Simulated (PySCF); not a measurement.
## State search for SO

Unrestricted PBE0; S 6-31G(d,p), O 6-31G(d,p); no relativity (PySCF 2.14). Outer shells of the fragments: S 3s2 3p4; O 2s2 2p4.

Followed along the bond (rough minima from three points):

| 2Ms+1 | unpaired | ⟨S²⟩ at the start | R at minimum (Å) | Te (eV) |
| --- | --- | --- | --- | --- |
| 3 | π ↑↑ | 2.01 | 1.51 | 0.00 |
| 1 | π ↑↓ | 1.01 | 1.51 | 0.33 |
| 1 | none | 0.00 | 1.51 | 1.36 |
| 5 | σ ↑, π ↑↑↑ | 6.00 | none in the scan | ≤ 5.93 |

Solutions found at the starting distance of 1.585 Å, counted from the lowest of them; the search is not exhaustive and high or unbound solutions are not listed, so other states can lie among these:

```csv
2Ms+1,unpaired,term,E (eV),⟨S²⟩,⟨Lz²⟩,μ (D)
3,π ↑↑,³Σ⁻,0.00,2.01,0.00,-1.61
1,π ↑↓,mixed,0.33,1.01,2.01,-1.65
1,none,mixed,1.36,0.00,2.00,-1.67
3,π ↑↑,mixed,3.82,2.01,2.01,-0.52
3,"σ ↑, π ↑",³Π,5.12,2.05,1.01,-1.00
3,"σ ↑, π ↑",³Π,5.31,2.01,1.00,-1.02
1,"σ ↓, π ↑",mixed,5.45,1.07,1.02,-0.86
1,"σ ↓, π ↑",mixed,5.71,1.01,1.00,-1.03
5,"σ ↑, π ↑↑↑",⁵Π,6.92,6.00,1.00,0.06
3,"σ ↑, π ↑↑↓",mixed,7.83,3.01,3.02,0.02
```

A term symbol is given only where ⟨S²⟩ and ⟨Lz²⟩ are close to those of a pure state; real π, δ and φ orbitals otherwise mix terms. A positive dipole means S(−)O(+).

The measured ground state is X ³Σ- (Huber and Herzberg, Constants of Diatomic Molecules (1979)).

Counting both spins, an empty level lies below a filled one in some of these solutions, because spin and occupation are held.
